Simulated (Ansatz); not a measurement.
**AlP (triplet): wave-function methods side by side at distance Al1–P2 = 7.623 Å, 6-31G**

How much of the correlation energy of AlP (triplet) does each wave-function method recover here?

Method: 6-31G, core rule «outside noble gas», up to 10 orbitals frozen; program: Ansatz 0.2.0, Gaussian basis.

The runs, in order: UHF; CCSD(T) on ROHF; CCSD(T) on UHF; BCCD(T) on ROHF; CISD; CCSDT(Q) on UHF; CISDTQ; CCSDTQ on ROHF; CCSDTQ on UHF; CASSCF and MRCISD+Q, 4 electrons in 4 orbitals; CASSCF and NEVPT2, 4 electrons in 4 orbitals; CASSCF and MRCISD+Q, 8 electrons in 8 orbitals; CASSCF and NEVPT2, 8 electrons in 8 orbitals; Full CI; Full CI in the symmetry of the determinant.

19 further runs of the same task are left out: 1 for a known fault of the program, 11 that didn't finish, 7 set aside as unsound or not needed.

## 1. The geometry

The geometry derives from a PBE0/def2-TZVP stationary point (not a proven minimum). One bond is set to the value named and the two fragments are kept rigid.

2 atoms, charge 0, spin multiplicity 3.

Atoms are counted from 1 here; the program's logs count them from 0.

No contacts short enough for the rule that draws bonds.

Coordinates:

```xyz
2
AlP
Al    0.0000    0.0000    0.0000
P     0.0000    0.0000    7.6230
```

## 2. UHF

Contents of in.yaml:

```yaml
crystal:
  periodic: [false, false, false]
  atoms:
    - {symbol: Al, position_ang: [0.000000, 0.000000, 0.000000]}
    - {symbol: P, position_ang: [0.000000, 0.000000, 7.623000]}
basis:
  gaussian: {orbitals: 6-31G}
magnetization: {spin_polarized: true, initial_magnetization: 2}
hamiltonian: {xc: hf}
output: {orbitals: {seedname: orbitals}}
```

On the command line:

```console
$ ansatz run in.yaml --threads 1 --pin off --events-out ev --progress --plain --max-ram 2393MiB
```

Further steps of the session: CCSD(T) on ROHF; CCSD(T) on UHF; BCCD(T) on ROHF; CISD; CCSDT(Q) on UHF; CISDTQ; CCSDTQ on ROHF; CCSDTQ on UHF; CASSCF and MRCISD+Q, 4 electrons in 4 orbitals; CASSCF and NEVPT2, 4 electrons in 4 orbitals; CASSCF and MRCISD+Q, 8 electrons in 8 orbitals; CASSCF and NEVPT2, 8 electrons in 8 orbitals; Full CI; Full CI in the symmetry of the determinant.

Before running them: what should the planned runs give, taken together? Wanted: FCI below the RHF energy; RMP2 from FCI; UMP2 from FCI; RCCSD from FCI; RCCSD(T) from FCI; UCCSD(T) from FCI; UCCSDT(Q) from FCI; NEVPT2 pair from FCI; MRCISD+Q pair from FCI.

**Answer**, as computed:

```
                         quantity                                                                                                                                        value
         FCI below the RHF energy                                                                                                                                   -3.7712 eV
                    RMP2 from FCI                                                                                                                              +37.16 kcal/mol
                    UMP2 from FCI                                                                                                                              +10.62 kcal/mol
                   RCCSD from FCI                                                                                                                               +0.28 kcal/mol
                RCCSD(T) from FCI                                                                                                                               -0.22 kcal/mol
                UCCSD(T) from FCI                                                                                                                               +0.04 kcal/mol
               UCCSDT(Q) from FCI                                                                                                                               -0.01 kcal/mol
             NEVPT2 pair from FCI                                                                                                                              +11.06 kcal/mol
           MRCISD+Q pair from FCI                                                                                                                               -0.76 kcal/mol
          NEVPT2 valence from FCI                                                                                                                               +5.20 kcal/mol
levels within 1 kcal/mol (43 meV)  RCCSD, UCCSD, RCCSD(T), UCCSD(T), BCCD(T), UCCSDT, CISDTQ, UCCSDT(Q), UCCSDTQ, MRCISD pair, MRCISD+Q pair, MRCISD valence, MRCISD+Q valence
                    T1 diagnostic                                                                                                                                        0.432
   effectively unpaired electrons                                                                                                                                         4.05
```

**Reading.** RCCSD(T) lands -0.22 kcal/mol from the yardstick (0.2 % of the correlation energy). RCCSD(T), MRCISD+Q pair fall below full CI, which methods that aren't variational can do. The occupations show strong static correlation (4.0 unpaired electrons where one determinant has 2). Coupled cluster on one determinant still stays close here. Of the multireference levels listed MRCISD+Q valence comes nearest in total energy (-0.01 kcal/mol), which doesn't show that its space is the better one. Coupled cluster took another determinant than the lowest Hartree-Fock one. These misses are within one basis, not against nature; the frozen cores of restricted and unrestricted runs differ, which can shift their rows.
